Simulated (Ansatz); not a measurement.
Basis-set limit of CH2O⁺, quartet

```yaml
atoms:
  - { symbol: O, position_ang: [0.0000, 0.0000, 0.6438] }
  - { symbol: C, position_ang: [0.0000, 0.0000, -0.6606] }
  - { symbol: H, position_ang: [0.0000, -0.9567, -1.1734] }
  - { symbol: H, position_ang: [0.0000, 0.9567, -1.1734] }
```

Connectivity, by distances: O–CH2.

Ansatz 0.2.0, UHF determinant, valence electrons correlated. Energies in eV.

```csv
set,X,functions,Hartree–Fock,MP2 correlation,CCSD(T) correlation,time
def2-TZVPP,3,90,-3086.0546,-7.3872,-8.6263,6.5 s on 1 × NVIDIA H100 80GB HBM3 with 1 thread of AMD EPYC 7R13 Processor (Zen 3) (shared host)
def2-QZVPP,4,174,-3086.1943,-8.0176,-9.2083,"11 s on 1 × NVIDIA H100 80GB HBM3 with 1 thread of AMD EPYC 7R13 Processor (Zen 3), on a shared host"
```

Hartree–Fock is taken to follow E(X) = E∞ + A·exp(−7.88·√X), correlation E(X) = E∞ + B·X^−2.97.

Cautions: lower spins were not checked.

Q: Work out the CCSD(T) energy at the limit, and how far the shortcut misses it that extrapolates MP2 and adds CCSD(T) minus MP2 from the smaller set.

A: Hartree–Fock: E∞ = E4 + 0.1377·(E4 − E3) = -3086.2135. Correlation: E∞ = E4 + 0.7407·(E4 − E3) = -9.6394 for CCSD(T) and -8.4845 for MP2. The limit is -3095.8529 eV, 0.450 eV below def2-QZVPP. The shortcut gives a correlation energy of -8.4845 + (-1.2390) = -9.7236, 84 meV lower than the direct value.
